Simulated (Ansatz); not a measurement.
Elastic constant C44 (GPa) of solids drawn from the class of elemental solids other than molecular ones, at two levels: PBEsol in Ansatz (plane waves, PAW), and r²SCAN (Ansatz, a program for electronic structure, PAW).

```
solid   PBEsol  r²SCAN  shift (%)
------  ------  ------  ---------
hcp Cd    15.9    16.6       +4.4
hcp Y     26.4    23.3      -11.7
fcc Rh     211     197       -6.6
hcp Ru     207     200       -3.4
hcp Re     174     164       -5.7
fcc Ir     283     277       -2.1
bcc K     2.93    2.68       -8.5
hcp Ti    43.0    51.7        +20
hcp Tc     149     140       -6.0
bcc Cs    1.48    1.23      -16.9
```

The shifts run from -16.9 % to +20 %, with a median of -5.9 %.

Over all 10 rows r²SCAN is the larger in 2.

Ansatz's runs of these crystals have no spin polarisation. A magnetic state wasn't tried for hcp Y, fcc Rh, hcp Ti with meta-GGA or hybrid levels, which favour moments.

Spin–orbit coupling is left out, also for the solids with elements from indium on (hcp Re, fcc Ir, bcc Cs); its size isn't shown.

Each level is taken at its own relaxed cell. Ansatz's density-functional and Hartree–Fock values are scalar-relativistic unless marked +SOC, with PAW data made under PBE.
